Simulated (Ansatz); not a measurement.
The cluster Mg2Si, relaxed as a singlet with RKS B3LYP-D4/def2-TZVP in Ansatz, starting from the GFN1-xTB geometry. Force threshold 0.02 eV/Å.

The restricted singlet is unstable towards broken spin symmetry at other levels; at B3LYP-D4/def2-TZVP this wasn't settled. At B3LYP-D4/def2-TZVP a triplet of charge 0 lies 0.23 eV below the restricted singlet, each at its own geometry. Another isomer (singlet) lies 0.06 eV lower at PBE0-D4/def2-TZVP.

Start:

```csv
atom,x (Å),y (Å),z (Å)
Mg1,1.3277,0.6976,-1.4517
Mg2,-1.0906,-1.0310,-0.2867
Si3,-0.2371,0.3335,1.7384
```

| step | energy (eV) | largest force component (eV/Å) | SCF passes |
| --- | --- | --- | --- |
| 1 | -18764.9695 | 0.587 | 48 |
| 2 | -18765.1536 | 0.739 | 51 |
| 3 | -18765.3731 | 0.848 | 51 |
| 4 | -18765.6847 | 0.735 | 42 |
| 5 | -18765.8294 | 0.404 | 40 |
| 6 | -18765.8453 | 0.242 | 40 |
| 7 (rejected) | -18765.8072 | 0.610 | 39 |
| 8 | -18765.8718 | 0.069 | 39 |
| 9 | -18765.8728 | 0.009 | 37 |

Force components are those of the run's own axes.

End:

```xyz
3

Mg    1.3317    0.8470   -0.9802
Mg   -1.3772   -1.2373   -0.1532
Si    0.0455    0.3903    1.1334
```

Bonds formed: Mg1–Si3 (atoms count from 1).

No frequencies were taken in this run, so the end may be a saddle point.

Hardware: 4 threads of Arm Neoverse V1 on a shared host. Wall time 12 s.
